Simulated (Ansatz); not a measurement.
Ansatz (an electronic-structure program) input (wB97M-V/aug-cc-pVTZ):

Ansatz 0.2 input:
```yaml
crystal:
  periodic: [false, false, false]
  atoms:
    - {symbol: C, position_ang: [-0.05249934, 0.66361634, -0.00082491]}
    - {symbol: O, position_ang: [-0.03987542, -0.75703536, 0.00178984]}
    - {symbol: H, position_ang: [-1.09784462, 0.96908472, 0.00748358]}
    - {symbol: H, position_ang: [0.87401456, -1.05773522, -0.00540936]}
    - {symbol: H, position_ang: [0.43649641, 1.08332517, 0.88540014]}
    - {symbol: H, position_ang: [0.42133308, 1.07991017, -0.89684359]}
basis:
  gaussian:
    orbitals: aug-cc-pVTZ
hamiltonian:
  xc: {name: wB97M-V}
magnetization: {spin_polarized: false}
```

Output:

```
Functional definition: wB97M-V
integrals: 0.07 GiB planned
672 factors; their error is unknown
integrals: 0.11 GiB planned
267 factors; integrals over basis functions are off by at most 2.6e-5 eV
mean field: 0.94 GiB planned
mean field evaluation 1: about -3145.5418 eV, gradient 4.2e1 eV
mean field evaluation 2: about -3145.8434 eV, gradient 4.3e1 eV
mean field evaluation 4: about -3148.7845 eV, gradient 1.3e0 eV
mean field evaluation 8: about -3148.7755 eV, gradient 3.4e-1 eV
mean field evaluation 16: about -3148.7757 eV, gradient 3.9e-5 eV
mean field -3148.77568546 eV, -115.7153721238 hartree, gradient 3.9e-5 eV, S^2 0.000000; 0 other end points of the search recorded, 0 dependent functions left out
reference -3148.77573785 eV, -115.7153740490 hartree; 9, 9 occupied and 175, 175 virtual orbitals, 672 factors
Total energy: -3148.77573785 eV, -115.7153740490 hartree
```
